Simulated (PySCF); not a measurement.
Ionisation of cyclopropylamine

System: cyclopropylamine, `NC1CC1` (C3H7N). Numbering: `[NH2:1][CH:2]1[CH2:3][CH2:4]1` These are map numbers, not IUPAC locants.

Level of theory: ωB97X-D3(BJ)/ma-def2-TZVP single points in PySCF, grid level 2; every species was optimised with PBE0-D3(BJ)/def2-SVP. Thermal corrections: PBE0-D3(BJ)/def2-SVP frequencies, unscaled, ideal gas at 298.15 K and 1 bar, quasi-RRHO entropy.

Frontier levels of the parent: HOMO -9.07 eV, LUMO 1.24 eV.

Oxidation to the radical cation:
```
Vertical ionisation energy (electronic)              : 9.06 eV
Adiabatic ionisation energy (with zero-point energy) : 8.01 eV
Adiabatic, electronic part                           : 8.04 eV
Vertical gap at the product's structure              : 7.24 eV
Inner reorganisation energy (four-point)             : 1824 meV
Relaxation of product / of parent                    : 1014 / 810 meV
⟨S²⟩ of the product                                  : 0.759
Largest spin populations                             : N1 0.48, C3 0.38, C2 0.13
Largest changes of atomic charge                     : N1 0.27, C3 0.12, H (on N1) 0.09, H (on N1) 0.08
Distances that move most (Å)                         : C2–C3 1.492 → 1.686; N1–C2 1.431 → 1.344; C3–C4 1.507 → 1.458
Potential in acetonitrile                            : 5.51 V absolute, 0.97 V against Fc+/Fc computed at 4.54 V (solvation -21 → -259 kJ/mol)
```

Solvents are IEF-PCM continua (electrostatics only, gas-phase structures); absolute potentials refer to an electron at rest in vacuum. Fc+/Fc in acetonitrile, 4.54 V, is ωB97X-D3(BJ)/ma-def2-TZVP on PBE0-D3(BJ)/def2-SVP structures with GFN2-xTB thermal terms. Benchmark calculations put it near 5.0 V in acetonitrile and DMSO, so it is about 0.5 V low, and the value against it can read up to that much too high.

Adiabatic ionisation energy: the gap is larger than usual, and may come from another state, site, conformer or species, from an onset or band maximum that doesn't mark the energy named, from the functional or basis, or from an outlying measurement.

Measured values (NIST Chemistry WebBook, evaluated or the median of agreeing entries): adiabatic ionisation energy 8.80 eV (computed 8.01, difference -0.79).

Structures, frequencies and single points took 9.3 min of wall time on 1 thread of Arm Neoverse V1 (shared host), launched as `OMP_NUM_THREADS=1 python redox_run.py task.json out`.
